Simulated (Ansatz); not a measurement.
Input file:

```yaml
crystal:
  periodic: [false, false, false]
  atoms:
    - {symbol: B, position_ang: [0.000000, -0.080006, 0.000000]}
    - {symbol: H, position_ang: [0.000000, 0.429067, -1.077008]}
    - {symbol: H, position_ang: [0.000000, 0.429067, 1.077008]}
basis:
  gaussian: {orbitals: aug-cc-pVDZ}
magnetization: {spin_polarized: true, initial_magnetization: 1}
hamiltonian: {xc: {name: PBE}}
output: {orbitals: {seedname: orbitals}}
```

```sh
$ ansatz run in.yaml --threads 1 --pin off --events-out ev --progress --plain --max-ram 2393MiB
```

Output:

```
329 factors; their error is unknown
mean field evaluation 1: about -703.1063 eV, gradient 1.1e1 eV
mean field evaluation 2: about -703.6735 eV, gradient 7.1e0 eV
mean field evaluation 4: about -704.1131 eV, gradient 1.4e-1 eV
mean field evaluation 8: about -704.0974 eV, gradient 6.6e-3 eV
mean field evaluation 16: about -703.0614 eV, gradient 8.5e-2 eV
mean field -704.09739306 eV, -25.8751019405 hartree, gradient 1.9e-5 eV, S^2 0.751664; 3 other end points of the search recorded, 0 dependent functions left out
reference -704.09746208 eV, -25.8751044771 hartree; 4, 3 occupied and 37, 38 virtual orbitals, 329 factors
Total energy: -704.09746208 eV, -25.8751044771 hartree
```

Ran on 1 thread of Arm Neoverse V2, shared host: 0.84 s wall, 0.08 GiB peak host memory.
